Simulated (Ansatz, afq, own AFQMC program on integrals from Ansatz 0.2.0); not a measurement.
NH, triplet: AFQMC among the cluster methods

```yaml
atoms:
  - { symbol: N, position_ang: [0.0000, 0.0000, 0.0000] }
  - { symbol: H, position_ang: [0.0000, 0.0000, 1.2560] }
```

Basis cc-pVDZ. Noble-gas cores (and the filled d shells of Ga–Kr and In–Xe) are frozen. Ansatz 0.2.0 and our own AFQMC program on the same integrals; the CISD trial comes from CCSD amplitudes, and released means the phaseless constraint is let go. Uncertainties: one standard error, sampling alone.

Determinant: UHF, the one that the program's search chose, which needn't be the lowest solution. The geometry is a point of a scan.

Full CI on the same integrals is exact in this basis and with this determinant's frozen core.

Cautions: lower spins were not checked.

The T1 diagnostic is 0.0186. The weight of the determinant in the CISD state is 0.942, the ⟨S²⟩ of the determinant is 2.045 and the size of the correlated space is 6 electrons in 18 orbitals.

Reference: full CI, correlation energy -3.621 eV. The released energy is read at 2.40 1/Eh (meV from the phaseless value at times in 1/Eh: -0.8 ± 1.0 at 0.24, -1.5 ± 0.9 at 0.51, -1.8 ± 0.8 at 0.99, -3.6 ± 0.9 at 1.62, -3.4 ± 1.2 at 2.40).

```csv
level,E − E(reference) (mEh),share of correlation (%)
HF,133.07,0.00
MP2,25.84,80.58
CCSD,2.71,97.97
CCSD(T),0.63,99.53
CCSDT,0.18,99.87
CCSDT(Q),0.03,99.98
CCSDTQ,0.00,100.00
ph-AFQMC/HF,1.25 ± 0.66,99.06
ph-AFQMC/CISD,0.10 ± 0.04,99.93
released AFQMC,-0.03 ± 0.04,100.02
```

CCSDT and higher add their correlation energy to the determinant of the CCSD(T) run, since their own runs factorise the integrals more tightly (a shift of under 2 meV). A walk keeps the symmetry of its determinant, which the program's search chose and which needn't be the lowest solution, so a lower state of the same spin and another symmetry isn't excluded. Released energies are given only where the last usable release times agree within the noise; a slower fall can still hide under it.
